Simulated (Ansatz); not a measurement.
A run of Ansatz (development build ahead of 0.2.0) on singlet C₄H₄ at this shape:

```xyz
8

C     0.6545    0.7413   -0.0188
C    -0.6372    0.7728   -0.0357
C    -0.6977   -0.7658   -0.0370
C     0.6497   -0.7393   -0.0005
H     1.4669    1.5952   -0.0160
H    -1.4432    1.5957   -0.0300
H    -1.4517   -1.5070   -0.0028
H     1.4091   -1.5228    0.0203
```

Its results:

```
Converged                       : yes
Reference energy                : -153.63946 hartree
Correlation energy              : -0.52230 hartree
Total energy                    : -154.16176 hartree
Spin squared of the determinant : 0.000
```

**Question.** Which input gives this output? Name the method, the orbitals and the basis set, and write the input.

**Answer.** RHF-MP2 in cc-pVDZ. An unrestricted run that stays on the closed shell gives the same numbers.

```yaml
crystal:
  periodic: [false, false, false]
  atoms:
    - { symbol: C, position_ang: [0.65454, 0.74134, -0.01883] }
    - { symbol: C, position_ang: [-0.63717, 0.7728, -0.03569] }
    - { symbol: C, position_ang: [-0.69766, -0.76583, -0.03698] }
    - { symbol: C, position_ang: [0.64974, -0.73929, -0.00051] }
    - { symbol: H, position_ang: [1.4669, 1.59523, -0.01605] }
    - { symbol: H, position_ang: [-1.44323, 1.59567, -0.02999] }
    - { symbol: H, position_ang: [-1.45169, -1.50704, -0.00281] }
    - { symbol: H, position_ang: [1.40908, -1.52282, 0.02032] }
basis:
  gaussian: { orbitals: cc-pVDZ }
hamiltonian:
  xc: hf
correlation:
  method: mp2
  frozen_orbitals: { C: 1, H: 0 }
```
